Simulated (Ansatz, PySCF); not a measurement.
H₂S, SMILES S.

The structure is a stationary point at PBE0-D3(BJ)/def2-TZVPD.

Vertical ionisation energy (IE) and electron affinity (EA) in eV. Rows of orbital energies are one-electron estimates. Where ΔSCF, EOM or ADC give a negative EA the extra electron is unbound and the value depends on the basis.

```
level                                                                         IE     EA
-------------------------------------------------------------------------  -----  -----
−ε(HOMO), −ε(LUMO), r2SCAN/def2-TZVPD (PySCF)                               6.55   0.20
−ε(HOMO), −ε(LUMO), HF/def2-TZVPD (PySCF)                                    ___    ___
−ε(HOMO), −ε(LUMO), PBE/def2-TZVPD (PySCF)                                  6.30   0.65
EOM-CCSD/aug-cc-pVDZ (PySCF)                                               10.20  -0.66
ADC(3)/aug-cc-pVDZ (PySCF)                                                 10.19  -0.66
ΔSCF, CAM-B3LYP/def2-TZVPD (Ansatz), final states of multiplicity 2 and 2  10.43  -1.28
ΔSCF, PBE/def2-TZVPD (Ansatz), final states of multiplicity 2 and 2        10.39  -1.14
```

Problem. Complete the blanks. (The exact figures need the calculation; the answer reports its results.)

Solution. 
- −ε(HOMO), −ε(LUMO), HF/def2-TZVPD (PySCF), IE: 10.48
- −ε(HOMO), −ε(LUMO), HF/def2-TZVPD (PySCF), EA: -1.81

Problem. What vertical singlet–triplet gap does ΔSCF give with CAM-B3LYP/def2-TZVPD (Ansatz, a quantum-chemistry and plane-wave program) and with PBE/def2-TZVPD (Ansatz)? (Estimate from the structure and the level; the computed values follow.)

Solution. 5.57 and 5.44 eV (triplet above singlet where positive).

Problem. Beyond the first one, list the lowest photoelectron lines from PySCF with ADC(3)/aug-cc-pVDZ with their pole strengths (two spins summed). (An estimate is asked for; the answer gives what the named calculation found.)

Solution. 13.25 eV (1.83), 15.55 eV (1.82), 20.34 eV (0.15), 22.83 eV (0.81).
